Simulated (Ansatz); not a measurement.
**HCl2 (doublet): the correlation ladder at distance Cl1–H2 along a hydrogen transfer = 1.189 Å, cc-pVDZ**

Aim: climb from Hartree-Fock through coupled cluster and multireference methods for HCl2 (doublet) at one geometry and basis, and see what each rung misses.

Computed with Ansatz 0.2.0, Gaussian basis. Level: cc-pVDZ, core rule «outside noble gas», up to 10 orbitals frozen.

The runs, in order: UHF; CCSD(T) on ROHF; CCSD(T) on UHF; BCCD(T) on ROHF; CISD; CCSDT(Q) on ROHF; CCSDT(Q) on UHF; CASSCF and MRCISD+Q, 3 electrons in 3 orbitals; CASSCF and NEVPT2, 3 electrons in 3 orbitals; CASSCF and MRCISD+Q, 15 electrons in 9 orbitals; CASSCF and NEVPT2, 15 electrons in 9 orbitals.

9 further runs of the same task are left out: 1 for a mislabelled method, 8 that didn't finish.

## Step 1: What is computed

The geometry derives from fragments relaxed apart (PBE0/def2-TZVP) and kept rigid, so it is no stationary point. A hydrogen atom is moved between rigid fragments.

3 atoms, charge 0, spin multiplicity 2.

Atoms are counted from 1 here; the program's logs count them from 0.

Bond lengths: Cl1–H2 1.189 Å.

As a file:

```
atom    x (Å)    y (Å)     z (Å)
 Cl1  0.00000  0.00000  -1.50767
  H2  0.00000  0.00000  -0.31867
 Cl3  0.00000  0.00000   1.82633
```

## Step 2: UHF

File in.yaml:

```yaml
crystal:
  periodic: [false, false, false]
  atoms:
    - {symbol: Cl, position_ang: [0.000000, 0.000000, -1.507667]}
    - {symbol: H, position_ang: [0.000000, 0.000000, -0.318667]}
    - {symbol: Cl, position_ang: [0.000000, 0.000000, 1.826333]}
basis:
  gaussian: {orbitals: cc-pVDZ}
magnetization: {spin_polarized: true, initial_magnetization: 1}
hamiltonian: {xc: hf}
output: {orbitals: {seedname: orbitals}}
```

Started as:

```sh
$ ansatz run in.yaml --threads 1 --pin off --events-out ev --progress --plain --max-ram 2393MiB
```

Further steps of the session: CCSD(T) on ROHF; CCSD(T) on UHF; BCCD(T) on ROHF; CISD; CCSDT(Q) on ROHF; CCSDT(Q) on UHF; CASSCF and MRCISD+Q, 3 electrons in 3 orbitals; CASSCF and NEVPT2, 3 electrons in 3 orbitals; CASSCF and MRCISD+Q, 15 electrons in 9 orbitals; CASSCF and NEVPT2, 15 electrons in 9 orbitals.

Before running them: what should the planned runs give, taken together? Wanted: UCCSDT(Q) below the RHF energy; RMP2 from UCCSDT(Q); UMP2 from UCCSDT(Q); RCCSD from UCCSDT(Q); RCCSD(T) from UCCSDT(Q); UCCSD(T) from UCCSDT(Q); RCCSDT(Q) from UCCSDT(Q); NEVPT2 pair from UCCSDT(Q); MRCISD+Q pair from UCCSDT(Q).

As calculated:

| quantity | value |
| --- | --- |
| UCCSDT(Q) below the RHF energy | -8.1474 eV |
| RMP2 from UCCSDT(Q) | +980.9 meV |
| UMP2 from UCCSDT(Q) | +997.5 meV |
| RCCSD from UCCSDT(Q) | +126.9 meV |
| RCCSD(T) from UCCSDT(Q) | +23.1 meV |
| UCCSD(T) from UCCSDT(Q) | +22.5 meV |
| RCCSDT(Q) from UCCSDT(Q) | +0.2 meV |
| NEVPT2 pair from UCCSDT(Q) | +1011.6 meV |
| MRCISD+Q pair from UCCSDT(Q) | +18.5 meV |
| NEVPT2 valence from UCCSDT(Q) | +1712.4 meV |
| levels within 1 kcal/mol (43 meV) | RCCSD(T), UCCSD(T), BCCD(T), RCCSDT, UCCSDT, RCCSDT(Q), MRCISD+Q pair, MRCISD+Q valence |
| T1 diagnostic | 0.009 |
| effectively unpaired electrons | 1.00 |

RCCSD(T) misses by +23.1 meV, 0.3 % of the correlation energy. One determinant dominates. Of the multireference levels listed MRCISD+Q pair comes nearest in total energy (+18.5 meV), which doesn't show that its space is the better one. These misses are within one basis, not against nature; the frozen cores of restricted and unrestricted runs differ, which can shift their rows.
